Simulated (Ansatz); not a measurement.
Geometry optimisation, Ansatz 0.2.0, RKS PBE0-D4/6-31G*.

Input:

```yaml
crystal:
  periodic: [false, false, false]
  atoms:
    - { symbol: Al, position_ang: [0.0, 0.0, 0.0] }
    - { symbol: Cl, position_ang: [0.0, 0.0, 2.23] }
    - { symbol: H, position_ang: [1.351, 0.0, -0.78] }
    - { symbol: H, position_ang: [-1.351, 0.0, -0.78] }
basis:
  gaussian: { orbitals: "6-31G*" }
hamiltonian:
  xc: pbe0
  dispersion: d4
relax:
  f_tol: 0.02
  max_steps: 40
```

Command:

```bash
$ ansatz run input.yaml --threads 1 --pin off --max-ram 2048MiB --backend cpu --events-out ev --progress --plain --runs-dir out
```

**Question.** Where does it end, and by what steps?

**Answer.** It converged. After 3 steps the energy has fallen by 0.131 eV; Cl2 moved furthest, 0.12 Å.

```json
{"step": "0", "energy less start (eV)": "0.0000", "largest force component (eV/Å)": "1.589", "accepted": "yes"}
{"step": "1", "energy less start (eV)": "-0.1225", "largest force component (eV/Å)": "0.497", "accepted": "yes"}
{"step": "2", "energy less start (eV)": "-0.1313", "largest force component (eV/Å)": "0.023", "accepted": "yes"}
{"step": "3", "energy less start (eV)": "-0.1314", "largest force component (eV/Å)": "0.004", "accepted": "yes"}
```

```xyz
4
Properties=species:S:1:pos:R:3
Al 0.000 0.000 0.002
Cl 0.000 0.000 2.109
H 1.408 0.000 -0.720
H -1.408 0.000 -0.720
```

Whether the end is a true minimum wasn't checked by a vibrational analysis.

Run time: 5.1 s on 1 thread of Arm Neoverse V1, on a shared host, peak memory 0.096 GiB.
